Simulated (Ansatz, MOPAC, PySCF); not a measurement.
The group X on vinyl-X is varied. Isolated molecules, 0 K electronic values unless said otherwise. One relaxed conformer stands for each flexible species; it need not be the lowest. Strings in code marks are SMILES.

Quantity: vertical ionisation energy (energy after one electron is removed minus that of the parent at the parent's geometry), in eV.

Level 1: frozen-core MP2/def2-TZVPP // B3LYP-D3(BJ)/def2-TZVP (Ansatz, an electronic-structure program)
Level 2: PBE/6-31G* // B3LYP-D3(BJ)/def2-TZVP (PySCF)
Level 3: minus the HOMO energy of PM6 // B3LYP-D3(BJ)/def2-TZVP (MOPAC)
Level 4: HF/def2-TZVPP // B3LYP-D3(BJ)/def2-TZVP (Ansatz)

```json
[
 {"species": "`C=CF`", "level 2": "10.11", "level 3": "10.90", "level 4": "9.20"},
 {"species": "`C=CC`", "level 2": "9.57", "level 3": "10.08", "level 4": "8.37"},
 {"species": "`C=CCl`", "level 2": "9.76", "level 3": "10.24", "level 4": "8.97"}
]
```

### Question
What does level 1 give for each, and how far do the other levels lie from it on average?

### Answer

- `C=CF`: 10.65
- `C=CC`: 10.07
- `C=CCl`: 10.32
Mean absolute difference from level 1, which has limits of its own, over these rows (drawn at random from the members that have all these levels): level 2 0.54 eV, level 3 0.110 eV, level 4 1.50 eV.
